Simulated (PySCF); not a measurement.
Sulfuryl chloride, Cl₂O₂S.
Atom-mapped SMILES: `[O:1]=[S:2](=[O:3])([Cl:4])[Cl:5]`

Computed with PySCF at CAM-B3LYP/def2-SVPD, non-relativistic, on one gas-phase PBE0-D3(BJ)/def2-SVP geometry that isn't relaxed in the solvent. The solvent is an IEF-PCM continuum (cavity from Bondi-type radii × 1.2). The model holds no explicit solvent molecules, cavitation or dispersion.

Gas phase at CAM-B3LYP/def2-SVPD: HOMO -11.49 eV, LUMO -2.65 eV, dipole 1.78 D.

**Question.** What does the continuum do to the energy, the frontier levels and the dipole at CAM-B3LYP/def2-SVPD in chloroform and dichloromethane?

**Answer.** 
```json
{"solvent": "chloroform", "ε": "4.711", "E(solvent) − E(gas) (kJ/mol)": "-8.51", "polarisation term (kJ/mol)": "-9.37", "distortion of the solute (kJ/mol)": "0.86", "HOMO (eV)": "-11.36", "LUMO (eV)": "-2.48", "dipole (D)": "2.18"}
{"solvent": "dichloromethane", "ε": "8.93", "E(solvent) − E(gas) (kJ/mol)": "-10.23", "polarisation term (kJ/mol)": "-11.46", "distortion of the solute (kJ/mol)": "1.23", "HOMO (eV)": "-11.33", "LUMO (eV)": "-2.46", "dipole (D)": "2.25"}
```

The polarisation term is half the interaction of the solute with the surface charges that it induces; the rest is the cost of distorting the solute's density. The sum is the electrostatic part of solvation alone. The atom shares or the degeneracy of the HOMO differ from the gas phase in chloroform and dichloromethane, so that column needn't follow one orbital. From chloroform to dichloromethane the lowering changes by a factor 1.20, Onsager's factor (ε − 1)/(2ε + 1) by 1.18 and ε itself by 1.9.

**Question.** Which radius a makes the point-dipole formula ΔE = −[(ε − 1)/(2ε + 1)]·μ²/a³ give the value in dichloromethane, with the gas-phase dipole?

**Answer.** μ = 0.702 au and |ΔE| = 0.00390 Eh give a = 1.99 Å; the farthest nucleus lies 1.90 Å from the centroid of the nuclei. The formula assumes a rigid point dipole at the centre of a sphere.

**Question.** How does the static polarisability (CAM-B3LYP/def2-SVPD, frozen core, with the continuum's full static response) change?

**Answer.** 
| medium | isotropic (au) | principal values (au) | ⟨r²⟩ of the electrons (bohr²) |
| --- | --- | --- | --- |
| gas | 58.3 | 49.3, 57.7, 67.9 | 676.2 |
| chloroform | 72.2 | 61.0, 71.6, 84.2 | 676.3 |
| dichloromethane | 75.5 | 64.0, 74.8, 87.7 | 676.3 |

The isotropic value in dichloromethane is 1.29 times the gas-phase one; no cavity-field correction is applied. ⟨r²⟩ is taken about the centre of nuclear charge.
